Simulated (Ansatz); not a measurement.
SiH$_{5}$SF, closed shell: at a first-order saddle point.

in.yaml

```yaml
crystal:
  periodic: [false, false, false]
  atoms:
    - {symbol: Si, position_ang: [-0.529646, 0.143368, -0.582049]}
    - {symbol: F, position_ang: [1.236463, -0.534264, -0.809581]}
    - {symbol: H, position_ang: [-1.064300, -1.016896, -1.326604]}
    - {symbol: H, position_ang: [-1.746663, 0.708894, 0.088996]}
    - {symbol: H, position_ang: [-0.040058, 1.334806, -1.318389]}
    - {symbol: H, position_ang: [1.230573, -0.727240, 0.441399]}
    - {symbol: S, position_ang: [0.253822, -0.573827, 1.589360]}
    - {symbol: H, position_ang: [0.659809, 0.665160, 1.916869]}
basis:
  gaussian: {orbitals: def2-TZVPP}
hamiltonian: {xc: {name: PBE-QIDH}}
```

Launched with

```bash
ansatz run in.yaml --threads 2 --pin off --events-out ev --progress --plain --max-ram 4352MiB
```

What Ansatz 0.2.0 printed:

```
Functional definition: PBE-QIDH
  name "PBE-QIDH"
  cite "Brémond, Sancho-García, Pérez-Jiménez & Adamo, J. Chem. Phys. 141, 031101 (2014) doi:10.1063/1.4890314"
  cite "Perdew, Burke & Ernzerhof, Phys. Rev. Lett. 77, 3865 (1996) doi:10.1103/PhysRevLett.77.3865"
  parameter a = 3^(-1/3)
  parameter c = 1/3
  exchange = (1 - a)*pbe_x + a*exact_x
  correlation = (1 - c)*pbe_c + c*(mp2_os + mp2_ss)
1070 factors; integrals over basis functions are off by at most 9.2e-4 eV
mean field evaluation 1: about -21490.0726 eV, gradient 2.9e1 eV
mean field evaluation 2: about -21490.2275 eV, gradient 2.9e1 eV
mean field evaluation 4: about -21491.7486 eV, gradient 2.1e0 eV
mean field evaluation 8: about -21491.7678 eV, gradient 1.9e-1 eV
mean field evaluation 16: about -21491.7679 eV, gradient 4.1e-4 eV
mean field -21491.76791682 eV, -789.8079032996 hartree, gradient 1.7e-6 eV, S^2 0.000000; 0 other end points of the search recorded, 0 dependent functions left out
11 core orbitals not correlated: weight in the atoms' cores, before any rotation towards them, 1.000 or more for the frozen orbitals, at most 0.000 for the correlated occupied ones
reference -21491.76792784 eV, -789.8079037048 hartree; 11, 11 occupied and 163, 163 virtual orbitals, 1070 factors
second order -18.73305671 eV of doubles, -0.00000000 eV of singles
Total energy: -21498.01228008 eV, -790.0373794169 hartree
```

The lines “mean field evaluation” count trial sets of orbitals through the whole run, from several starts and some on an approximate energy, so they need not fall steadily or lie above the final value.

Hardware: 2 CPU threads of an Arm Neoverse V1, shared host. Wall time about 4.7 s.
